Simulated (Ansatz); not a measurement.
A made-up structure of SiH4OF (charge +1), closed shell:

```csv
atom,x (Å),y (Å),z (Å)
O1,-0.8558,0.0762,-0.5255
Si2,0.6931,0.0231,0.4210
F3,0.7680,-1.5342,0.5328
H4,-1.3034,-0.7411,-0.8012
H5,1.7242,-0.9048,0.7248
H6,0.3535,0.7024,1.6735
H7,1.6816,0.6050,-0.4896
```

It is relaxed with PBE-D4/def2-SVP and then PBE0-D4/def2-TZVP (Ansatz 0.2.0). Atoms count as bonded within 1.22 times the sum of their covalent radii (H–H: 0.88 Å). The end point is not checked to be a true minimum.

(1) Does its bonding change? (A judgement: the text doesn't fix the answer.)

## Answers

(1) The calculation gives: Yes. Formed: F3–H5; broken: Si2–H5.

Where it ends: The first stage lowers the energy by 5.05 eV in 40 steps. It ends as SiH₄OF ([OH][SiH2][FH]), total charge +1:
```xyz
7
angstrom
O -0.8597 -0.3324 -0.2982
Si 0.4212 0.3524 0.3352
F 1.6037 -1.1486 0.5386
H -1.0634 -0.4241 -1.2344
H 1.3600 -1.9619 0.9485
H 0.2498 0.6362 1.7596
H 1.3497 1.1052 -0.5134
```

Labels in which every atom is bracketed show which atoms are joined, not bond orders.

For scale, one of the runs: PBE0-D4/def2-TZVP relaxation, 123 basis functions, launched by `ansatz run in.yaml --threads 2 --pin off --events-out ev --progress --plain --max-ram 4352MiB`. Hardware: 2 CPU threads of an Arm Neoverse V1, shared host. Wall time about 19 s.
